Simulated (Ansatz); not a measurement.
A calculation on 1T (CdI2-type) HfS2 returned high-frequency dielectric constant 9.07, elastic constant C11 144 GPa, elastic constant C44 12.2 GPa, Voigt–Reuss–Hill shear modulus 28.4 GPa.

Question: Which level of theory produced these numbers?
(A) PBE-D3(BJ)+SOC (Ansatz, a first-principles code)
(B) LDA (Ansatz)
(C) PBEsol (Ansatz)
(D) PBE (Ansatz)

Answer: A, PBE-D3(BJ)+SOC (Ansatz)

The others give: LDA 10.4, 151 GPa, 12.7 GPa, 29.8 GPa; PBEsol 9.02, 139 GPa, 6.08 GPa, 21.4 GPa; PBE 6.85, 116 GPa, 0.35 GPa, 12.3 GPa.

Unless a cell is named, each level is at its own relaxed cell (LDA 20.74, PBE 26.42, PBE-D3(BJ)+SOC 21.61, PBEsol 22.15 Å³/atom).

Caveats: LDA has no dispersion term either, though it tends to give short spacings of layers, chains or molecules (LDA); the cell comes from a level without a dispersion term, which matters for the spacing of layers, chains or molecules (PBEsol, PBE). Ansatz's density-functional and Hartree–Fock values are scalar-relativistic unless marked +SOC, with PAW data made under PBE.
